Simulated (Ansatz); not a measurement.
Born–Oppenheimer molecular dynamics of BFH2 (4 atoms, charge 0, multiplicity 1). It starts at the highest image of a converged band. Of that band: Neighbouring images differ by up to 2.0 eV, so the band resolves the path poorly. A vibrational analysis at the climbing image gives one clearly imaginary mode, 464i cm⁻¹: a first-order saddle point.

Computed with RKS B3LYP/def2-TZVP in Ansatz.

```
ensemble                      : NVE (velocity Verlet)
time step                     : 0.5 fs
steps asked                   : 200
starting velocities drawn for : 100 K
seed                          : 7193
```

First frame:

```xyz
4
Properties=species:S:1:pos:R:3
B -0.448 0.000 0.368
H 0.950 0.000 0.956
F 1.606 0.000 0.147
H -0.872 0.000 -0.757
```

(1) How far do the bonds stretch over the last three quarters of this one trajectory? (Pairs bonded in most of those frames.)

Results:

(1) 
```json
{"bond": "B1–H4", "mean (Å)": "1.213", "spread (Å)": "0.006", "shortest": "1.20", "longest": "1.22"}
{"bond": "H2–F3", "mean (Å)": "0.976", "spread (Å)": "0.019", "shortest": "0.94", "longest": "1.01"}
```

Mean temperature of the second half: 281 K. The conserved energy stayed within 0.024 meV per atom of its start (net change -0.0088 meV per atom), so the integration is sound. The kinetic energy rose, since the run started high on the potential surface and went downhill. It ends in pieces (BH + FH), so much of that is their flight and rotation, not heat. A run of 0.1 ps of so small a system gives no equilibrium averages. The orbitals stay closed-shell, which can raise the energy where a bond breaks towards radicals; this wasn't checked here.

Time of the run: 2.8 min on 1 thread of Arm Neoverse V1 (shared host), peak memory 0.12 GiB.
